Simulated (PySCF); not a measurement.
Molecule: allene, C$_{3}$H$_{4}$.

Molfile (atoms numbered from 1):
```
C3H4
     RDKit          3D

  7  6  0  0  0  0  0  0  0  0999 V2000
    1.3039    0.1621   -0.1224 C   0  0  0  0  0  0  0  0  0  0  0  0
    0.0132   -0.0152   -0.0098 C   0  0  0  0  0  0  0  0  0  0  0  0
   -1.2775   -0.1917    0.1027 C   0  0  0  0  0  0  0  0  0  0  0  0
    1.8976   -0.4250   -0.8309 H   0  0  0  0  0  0  0  0  0  0  0  0
    1.8294    0.9031    0.4891 H   0  0  0  0  0  0  0  0  0  0  0  0
   -1.9830    0.3807   -0.5089 H   0  0  0  0  0  0  0  0  0  0  0  0
   -1.6918   -0.9161    0.8116 H   0  0  0  0  0  0  0  0  0  0  0  0
  1  2  2  0
  2  3  2  0
  1  4  1  0
  1  5  1  0
  3  6  1  0
  3  7  1  0
M  END
```

Spin–spin couplings on one PBE0-D3(BJ)/def2-SVP geometry, PySCF 2.14, gas phase, non-relativistic, equivalent pairs averaged; isotopes $^{13}$C, $^{1}$H; basis pcJ-1.

Reference values (Hz): $^{1}J$(C1,H4) = 168.2 (measured; liquid or solution (compiled); San Fabian, Garcia de la Vega, Suardiaz et al., Magn. Reson. Chem. 2013, 51, 775 (SI)).

How do the couplings (Hz) change with the functional? Times are CPU seconds on shared hosts with different chips, so compare them loosely.

## Answers


| functional | functions | $^{1}J$(C1,H4) | abs. error | core-s |
| --- | --- | --- | --- | --- |
| LDA | 121 | 138.6 | 29.6 | 3.7 |
| PBE | 121 | 164.4 | 3.8 | 5.7 |
| KT2 | 121 | 178.1 | 9.9 | 5.8 |
| B3LYP | 121 | 180.1 | 11.9 | 7.8 |
| PBE0 | 121 | 171.0 | 2.8 | 5.9 |
| B97-2 | 121 | 163.4 | 4.8 | 5.5 |
| BHandHLYP | 121 | 196.2 | 28.0 | 5.8 |
| CAM-B3LYP | 121 | 177.7 | 9.5 | 7.4 |

Errors compare magnitudes, without vibrational corrections. Closest: PBE0; furthest: LDA. Left out for a near triplet instability: HF/pcJ-1.
